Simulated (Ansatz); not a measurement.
**Worked example: vertical energy of the triplet above the singlet of C6H12 (2,3-dimethyl-1-butene)**

The species is C6H12 (18 atoms), meant as a singlet with charge 0. As SMILES, `C=C(C)C(C)C`. The coordinates come from a PBE0-D4/def2-TZVP relaxation. This is one conformer, not always the lowest.

Both states at this one shape; open shells run unrestricted unless said. 1 Eh = 27.2114 eV.

```tsv
level	program	singlet C6H12 (Eh)	triplet C6H12 (Eh)
HF/STO-3G	Ansatz	-231.400481	-231.269075
PBE0/6-31G* (spherical functions)	Ansatz	-235.547087	-235.386814
MP2/6-31G* (spherical functions), 6 core orbitals frozen	Ansatz	-234.951314	-234.775406
CCSD(T)/6-31G* (spherical functions), 6 core orbitals frozen	Ansatz	-235.050005	-234.878559
```

**Question.** Work out the vertical gap, second state less first, at each level.

**Answer.** 
1. HF/STO-3G: -231.269075 − (-231.400481) = 0.131406 Eh = 3.58 eV.
2. PBE0/6-31G* (spherical functions): -235.386814 − (-235.547087) = 0.160273 Eh = 4.36 eV.
3. MP2/6-31G* (spherical functions): -234.775406 − (-234.951314) = 0.175908 Eh = 4.79 eV.
4. CCSD(T)/6-31G* (spherical functions): -234.878559 − (-235.050005) = 0.171446 Eh = 4.67 eV.

No measured value is set beside it here; the levels span 3.58 to 4.79 eV. Hartree–Fock favours the state with fewer electron pairs, since it lacks pair correlation. Minimal sets are far from the basis-set limit.
